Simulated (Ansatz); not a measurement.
# BNH₂ (singlet): the correlation ladder, cc-pVTZ

The task here is to estimate one member of a computed series from the others.

Program: Ansatz 0.2.0, Gaussian basis. Level of theory: cc-pVTZ, core rule «outside noble gas», up to 2 orbitals frozen. These are calculated values, not measurements.

To be run: UHF; CCSD(T) on RHF; CCSD(T) on UHF; BCCD(T) on RHF; CCSDT(Q) on RHF; CCSDT(Q) on UHF; CASSCF and MRCISD+Q, 10 electrons in 10 orbitals; CASSCF and NEVPT2, 10 electrons in 10 orbitals.

4 further runs of the same task are left out: 4 set aside as unsound or not needed.

### What is computed

The geometry is a PBE0/def2-TZVP stationary point (not a proven minimum).

4 atoms, charge 0, spin multiplicity 1.

Atoms are counted from 1 here; the program's logs count them from 0.

Bond lengths: B1–N2 1.371 Å, N2–H3 1.011 Å, N2–H4 1.011 Å. Angles: B1–N2–H3 122.7°, B1–N2–H4 122.7°, H3–N2–H4 114.6°.

Set-up of the first run:

Contents of in.yaml:

```yaml
crystal:
  periodic: [false, false, false]
  atoms:
    - {symbol: B, position_ang: [0.000000, 0.000000, 0.859982]}
    - {symbol: N, position_ang: [0.000000, 0.000000, -0.511503]}
    - {symbol: H, position_ang: [0.000000, 0.850874, -1.057997]}
    - {symbol: H, position_ang: [0.000000, -0.850874, -1.057997]}
basis:
  gaussian: {orbitals: cc-pVTZ}
magnetization: {spin_polarized: true, initial_magnetization: 0}
hamiltonian: {xc: hf}
output: {orbitals: {seedname: orbitals}}
```

The run is started by

```console
$ ansatz run in.yaml --threads 1 --pin off --events-out ev --progress --plain --max-ram 4096MiB --backend cpu
```

Among the steps run: UHF; CCSD(T) on RHF; CCSD(T) on UHF; BCCD(T) on RHF; CCSDT(Q) on RHF; CCSDT(Q) on UHF; CASSCF and MRCISD+Q, 10 electrons in 10 orbitals; CASSCF and NEVPT2, 10 electrons in 10 orbitals.

One of the session's tables, all rows but one given; the rest of the session is left out.

```
          method  from RCCSDT(Q) (meV)
             RHF               +8774.5
             UHF               +8726.3
            RMP2                +972.0
           RCCSD                +361.8
        RCCSD(T)                     ?
         BCCD(T)                 +28.3
          RCCSDT                 +17.3
       RCCSDT(Q)                     0
  CASSCF valence               +5212.9
  NEVPT2 valence               +1256.0
  MRCISD valence                +386.7
MRCISD+Q valence                +107.0
```

Estimate the missing values for RCCSD(T).

**Answer.** from RCCSDT(Q) (meV): +30.9. In the column «from RCCSDT(Q) (meV)» it lies between BCCD(T) (+28.3) and MRCISD+Q valence (+107.0).

Not comparable, so not listed: CCSD(T) on UHF; CCSDT(Q) on UHF (they don't share determinant, frozen orbitals or solution with the rows shown, or repeat one).

Caveats from the session: Warnings: restricted reference is unstable; spin contamination.
